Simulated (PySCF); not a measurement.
Mapped SMILES: `[CH3:1][CH2:2][C:3]([NH2:4])=[O:5]`. Hydrogens are named by the atom that carries them. Ha(N4) is cis to the C=O or C=S heteroatom; Hb(N4) is trans to the C=O or C=S heteroatom.

GIAO shifts from PySCF 2.14.0 with density-fitted response routines on PBE0-D3(BJ)/def2-SVP geometries (one conformer, non-relativistic, equivalent nuclei averaged), against TMS at the same level and in the same medium; PCM means IEF-PCM chloroform.

Measured (solution, not stated per compound (mostly CDCl3 or CCl4); Pretsch, Buehlmann, Badertscher, Structure Determination of Organic Compounds, 4th ed. (2009)): C2 29.0, C1 9.7, H(C2) 2.23, H(C1) 1.13 ppm.

Q: Which unscaled values do CAM-B3LYP/pcSseg-2, gas; PBE0/pcSseg-1, PCM; WP04/pcSseg-1, PCM; wB97X-D/pcSseg-1, PCM give, and how close are they?

A: 
```
atoms  measured  CAM-B3LYP/pcSseg-2, gas  PBE0/pcSseg-1, PCM  WP04/pcSseg-1, PCM  wB97X-D/pcSseg-1, PCM
   C2      29.0                     30.4                28.8                31.4                   29.2
   C1       9.7                      9.6                 9.8                12.4                   10.1
H(C2)      2.23                     2.09                2.09                2.06                   2.06
H(C1)      1.13                     1.09                0.97                1.02                   0.99
```

Mean absolute error for $^{13}$C: CAM-B3LYP/pcSseg-2, gas 0.7, PBE0/pcSseg-1, PCM 0.2, WP04/pcSseg-1, PCM 2.5, wB97X-D/pcSseg-1, PCM 0.3 ppm.

Mean absolute error for $^{1}$H: CAM-B3LYP/pcSseg-2, gas 0.09, PBE0/pcSseg-1, PCM 0.15, WP04/pcSseg-1, PCM 0.14, wB97X-D/pcSseg-1, PCM 0.15 ppm.

Hydrogen bonding in solution deshields acid and N–H amide carbonyl carbons by as much as 10 ppm beyond these values.
